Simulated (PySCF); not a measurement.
Job file and geometry (Å, from GFN2-xTB) of a spin–spin coupling run on tetracyclo[2.2.0.02,6.03,5]hexane, C6H6, B3LYP/pcJ-1 indirect spin-spin coupling, non-relativistic, gas phase in PySCF 2.14.0, density-fitted response routines; density fitting, a coarse starting grid and PySCF grid level 2 are the driver's defaults:

```
{"job": {"kind": "j", "xc": "B3LYP", "basis": "pcJ-1"}, "charge": 0, "multiplicity": 1}
C     -0.039241    -0.328127    -1.115146
C     -0.855139    -0.782681     0.064997
C     -0.884895     0.661178    -0.359571
C      0.301279     0.960519     0.576281
C      1.147065    -0.028710    -0.179685
C      0.331181    -0.482904     1.000499
H     -0.075097    -0.631606    -2.145229
H     -1.647042    -1.506445     0.127035
H     -1.703756     1.273048    -0.691076
H      0.580403     1.849707     1.111134
H      2.208700    -0.055288    -0.343719
H      0.637742    -0.929377     1.928454
```

**Question.** Write the output of this run.

**Answer.** 
```
coarse grid: 10240 points
cycle   1  E = -231.9750398851  dE =  1.392e+00  |g| = 3.742e-01  |ddm| = 3.090e+00
cycle   2  E = -231.9501339068  dE =  2.491e-02  |g| = 5.071e-01  |ddm| = 1.201e+00
cycle   3  E = -232.0129158669  dE = -6.278e-02  |g| = 3.266e-02  |ddm| = 7.378e-01
cycle   4  E = -232.0130829712  dE = -1.671e-04  |g| = 6.745e-03  |ddm| = 2.576e-02
cycle   5  E = -232.0130927168  dE = -9.746e-06  |g| = 5.118e-04  |ddm| = 5.807e-03
final grid: 99480 points
cycle   6  E = -232.0644963021  dE = -1.131e-04  |g| = 6.897e-03  |ddm| = 2.375e-02
cycle   7  E = -232.0644865517  dE =  9.750e-06  |g| = 9.429e-03  |ddm| = 2.144e-02
cycle   8  E = -232.0645074863  dE = -2.093e-05  |g| = 1.787e-04  |ddm| = 1.175e-02
cycle   9  E = -232.0645074900  dE = -3.687e-09  |g| = 3.945e-05  |ddm| = 1.580e-04
cycle  10  E = -232.0645074902  dE = -2.653e-10  |g| = 1.886e-05  |ddm| = 5.900e-05
converged SCF energy = -232.0645074902

Indirect spin-spin couplings (Hz)
  i      j    bonds     total        FC       PSO       DSO        SD
  0 C    1 C    1     13.251    13.480    -0.474     0.245         -
  0 C    2 C    1     13.251    13.480    -0.474     0.245         -
  0 C    3 C    2     -4.511    -4.369    -0.172     0.030         -
  0 C    4 C    1     41.227    38.662     2.297     0.268         -
  0 C    5 C    2     -4.512    -4.370    -0.172     0.030         -
  0 C    6 H    1    187.836   186.988    -0.181     1.029         -
  0 C    7 H    2     -1.805    -1.917     0.510    -0.397         -
  0 C    8 H    2     -1.811    -1.923     0.509    -0.397         -
  0 C    9 H    3      2.535     2.530     0.592    -0.587         -
  0 C   10 H    2      0.629     0.163     0.790    -0.325         -
  0 C   11 H    3      2.538     2.533     0.593    -0.588         -
  1 C    2 C    1     13.204    13.431    -0.471     0.245         -
  1 C    3 C    2     -4.516    -4.373    -0.172     0.030         -
  1 C    4 C    2     -4.517    -4.374    -0.172     0.030         -
  1 C    5 C    1     41.244    38.680     2.296     0.268         -
  1 C    6 H    2     -1.809    -1.921     0.510    -0.398         -
  1 C    7 H    1    187.866   187.018    -0.181     1.028         -
  1 C    8 H    2     -1.809    -1.922     0.510    -0.397         -
  1 C    9 H    3      2.536     2.531     0.593    -0.588         -
  1 C   10 H    3      2.538     2.533     0.593    -0.587         -
  1 C   11 H    2      0.625     0.160     0.790    -0.325         -
  2 C    3 C    1     41.240    38.674     2.297     0.268         -
  2 C    4 C    2     -4.520    -4.378    -0.172     0.030         -
  2 C    5 C    2     -4.512    -4.370    -0.172     0.030         -
  2 C    6 H    2     -1.808    -1.920     0.510    -0.398         -
  2 C    7 H    2     -1.817    -1.930     0.509    -0.397         -
  2 C    8 H    1    187.863   187.015    -0.180     1.028         -
  2 C    9 H    2      0.622     0.157     0.790    -0.325         -
  2 C   10 H    3      2.535     2.530     0.593    -0.588         -
  2 C   11 H    3      2.544     2.538     0.593    -0.588         -
  3 C    4 C    1     13.206    13.434    -0.473     0.245         -
  3 C    5 C    1     13.273    13.504    -0.475     0.245         -
  3 C    6 H    3      2.533     2.528     0.593    -0.588         -
  3 C    7 H    3      2.535     2.530     0.592    -0.587         -
  3 C    8 H    2      0.628     0.163     0.790    -0.325         -
  3 C    9 H    1    187.843   186.995    -0.181     1.028         -
  3 C   10 H    2     -1.810    -1.922     0.510    -0.397         -
  3 C   11 H    2     -1.809    -1.921     0.509    -0.397         -
  4 C    5 C    1     13.239    13.468    -0.474     0.245         -
  4 C    6 H    2      0.614     0.148     0.790    -0.325         -
  4 C    7 H    3      2.539     2.534     0.593    -0.588         -
  4 C    8 H    3      2.540     2.535     0.592    -0.587         -
  4 C    9 H    2     -1.817    -1.930     0.509    -0.397         -
  4 C   10 H    1    187.849   187.001    -0.180     1.029         -
  4 C   11 H    2     -1.808    -1.920     0.510    -0.398         -
  5 C    6 H    3      2.541     2.536     0.593    -0.588         -
  5 C    7 H    2      0.630     0.164     0.790    -0.325         -
  5 C    8 H    3      2.536     2.531     0.593    -0.588         -
  5 C    9 H    2     -1.800    -1.912     0.510    -0.398         -
  5 C   10 H    2     -1.811    -1.923     0.509    -0.397         -
  5 C   11 H    1    187.817   186.970    -0.181     1.029         -
  6 H    7 H    3      5.054     5.154     1.164    -1.263         -
  6 H    8 H    3      5.066     5.165     1.162    -1.261         -
  6 H    9 H    4      0.759     0.836     2.165    -2.242         -
  6 H   10 H    3      1.910     1.970     1.164    -1.224         -
  6 H   11 H    4      0.763     0.840     2.166    -2.243         -
  7 H    8 H    3      5.057     5.156     1.162    -1.261         -
  7 H    9 H    4      0.761     0.838     2.165    -2.242         -
  7 H   10 H    4      0.764     0.841     2.165    -2.242         -
  7 H   11 H    3      1.903     1.963     1.165    -1.225         -
  8 H    9 H    3      1.904     1.963     1.165    -1.225         -
  8 H   10 H    4      0.763     0.840     2.165    -2.242         -
  8 H   11 H    4      0.764     0.840     2.166    -2.243         -
  9 H   10 H    3      5.062     5.161     1.162    -1.261         -
  9 H   11 H    3      5.061     5.160     1.163    -1.262         -
 10 H   11 H    3      5.064     5.163     1.162    -1.261         -
```

Size and cost of the density-fitted run: 222 basis functions, 25 s wall time on 1 thread of an Arm Neoverse V2, shared host.
